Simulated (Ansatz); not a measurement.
The first iterations of a band of CH5OSi (8 atoms, charge 1, multiplicity 1).

Method: RKS B3LYP/cc-pVDZ (Ansatz).

```json
{
  "movable images": "7",
  "climbing image": "yes",
  "spring": "5.0 eV/Å²",
  "optimiser": "quadratic models (default)",
  "start path": "through a guess of the saddle point",
  "force threshold": "0.05 eV/Å",
  "iteration limit": "60",
  "end points": "relaxed"
}
```

First end point:

```xyz
8
Properties=species:S:1:pos:R:3
C -0.630 0.844 -0.363
Si 0.740 -0.219 0.231
O 0.617 -1.789 0.598
H -1.583 0.302 -0.451
H -0.341 1.267 -1.343
H -0.739 1.692 0.339
H 2.130 0.227 0.447
H -0.194 -2.325 0.542
```

Last end point:

```xyz
8
Properties=species:S:1:pos:R:3
C -0.682 0.865 -0.496
Si 1.144 0.460 -0.557
O 0.932 -1.101 0.616
H -1.309 0.030 -0.866
H -0.880 1.745 -1.133
H -1.011 1.113 0.533
H 1.689 -1.659 0.879
H 0.116 -1.455 1.024
```

| iteration | highest image above the first end (eV) | largest band force component (eV/Å) |
| --- | --- | --- |
| 1 | 4.130 | 9.390 |
| 2 | 3.017 | 4.286 |
| 3 | 2.749 | 1.506 |

Problem. Does the band converge within its limit, and where does its top end?

Solution. The forces met the threshold. It ended after 11 iterations with the highest image 2.813 eV above the first end. Neighbouring images differ by up to 1.6 eV, so the band resolves the path poorly. A vibrational analysis at the climbing image gives one clearly imaginary mode, 1612i cm⁻¹: a first-order saddle point. The orbitals stay closed-shell, which can raise the energy where a bond breaks towards radicals; this wasn't checked here. Limits of this set-up: the dipole of an ion depends on the origin.

Run time: 99 s on 1 thread of Intel(R) Xeon(R) 6975P-C (Granite Rapids), with other jobs on the host, peak memory 0.13 GiB.
